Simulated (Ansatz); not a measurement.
# CH₃AlO: ionisation energy by level of theory

An exercise on one series of results from a longer session: the logs are not shown, and one member is left open.

Method: unrestricted cation, the program's frozen cores in correlated methods; program: Ansatz 0.2.0, Gaussian basis.

Levels to be run: UKS PBE-D4/def2-TZVPP; UKS r2SCAN-D4/def2-TZVPP; UKS PBE0-D4/def2-TZVPP; UKS B3LYP-D4/def2-TZVPP; UKS wB97X-V/def2-TZVPP; UKS wB97M-V/def2-TZVPP; UKS B2PLYP/def2-TZVPP; UHF-CCSD(T)/def2-TZVPP; UHF-MP2/def2-QZVPP; extrapolation to the limit; then −ε(HOMO) from the neutral's earlier runs with LDA (SPW92), PBE-D4, revPBE-D4, BLYP-D4, r2SCAN-D4, B97M-V, PBE0-D4, B3LYP-D4, r2SCANh-D4, r2SCAN0-D4, HSE06-D4, BHLYP-D4, CAM-B3LYP-D4, LC-ωPBE, ωB97X-V, ωB97M-V.

## Structure used throughout

An earlier PBE0-D4 in a triple-zeta def2 set relaxation fixed the geometry.

SMILES `[CH3][Al]=[O]`, 6 atoms, charge 0, spin multiplicity 1.

Atoms are counted from 1 here; the program's logs count them from 0.

Bond lengths: C1–Al2 1.935 Å, C1–H4 1.092 Å, C1–H5 1.092 Å, C1–H6 1.092 Å, Al2–O3 1.596 Å. Angles: Al2–C1–H4 110.5°, Al2–C1–H5 110.5°, Al2–C1–H6 110.5°, H4–C1–H5 108.4°, H4–C1–H6 108.4°, H5–C1–H6 108.4°, C1–Al2–O3 180.0°.

As a file:

```xyz
6

C    -0.4125    0.4982   -0.3154
Al    0.6967   -0.8414    0.5325
O     1.6117   -1.9463    1.2321
H     0.0652    1.4791   -0.2639
H    -1.3836    0.5609    0.1808
H    -0.5774    0.2494   -1.3661
```

Set-up of the first run:

The input, in.yaml:

```yaml
crystal:
  periodic: [false, false, false]
  atoms:
    - {symbol: C, position_ang: [-0.412544, 0.498190, -0.315372]}
    - {symbol: Al, position_ang: [0.696663, -0.841355, 0.532489]}
    - {symbol: O, position_ang: [1.611684, -1.946263, 1.232051]}
    - {symbol: H, position_ang: [0.065186, 1.479067, -0.263906]}
    - {symbol: H, position_ang: [-1.383563, 0.560921, 0.180794]}
    - {symbol: H, position_ang: [-0.577417, 0.249449, -1.366054]}
basis:
  gaussian: {orbitals: def2-TZVPP}
total_charge: 1
magnetization: {spin_polarized: true, initial_magnetization: 1}
hamiltonian: {xc: pbe, dispersion: d4}
```

Among the steps run: Cation, UKS PBE-D4/def2-TZVPP; Cation, UKS r2SCAN-D4/def2-TZVPP; Cation, UKS PBE0-D4/def2-TZVPP; Cation, UKS B3LYP-D4/def2-TZVPP; Cation, UKS wB97X-V/def2-TZVPP; Cation, UKS wB97M-V/def2-TZVPP; Cation, UKS B2PLYP (frozen core)/def2-TZVPP; Cation, UHF-CCSD(T)/def2-TZVPP; Cation, UHF-MP2/def2-QZVPP.

One table of the session follows, with a row left open; its other results are not shown here.

For comparison, −ε(HOMO) of the neutral from earlier runs:

```
  functional  −ε(HOMO) (eV)
 LDA (SPW92)           6.14
      PBE-D4           5.93
   revPBE-D4           5.85
     BLYP-D4           5.81
   r2SCAN-D4           6.15
      B97M-V           6.08
     PBE0-D4              ?
    B3LYP-D4           7.01
  r2SCANh-D4           6.65
  r2SCAN0-D4           7.41
    HSE06-D4           6.82
    BHLYP-D4           8.48
CAM-B3LYP-D4           8.66
     LC-ωPBE          10.01
     ωB97X-V           9.65
     ωB97M-V           9.62
```

Estimate the missing values for PBE0-D4.

**Answer.** −ε(HOMO) (eV): 7.23. In the column «−ε(HOMO) (eV)» it lies between B3LYP-D4 (7.01) and r2SCAN0-D4 (7.41).
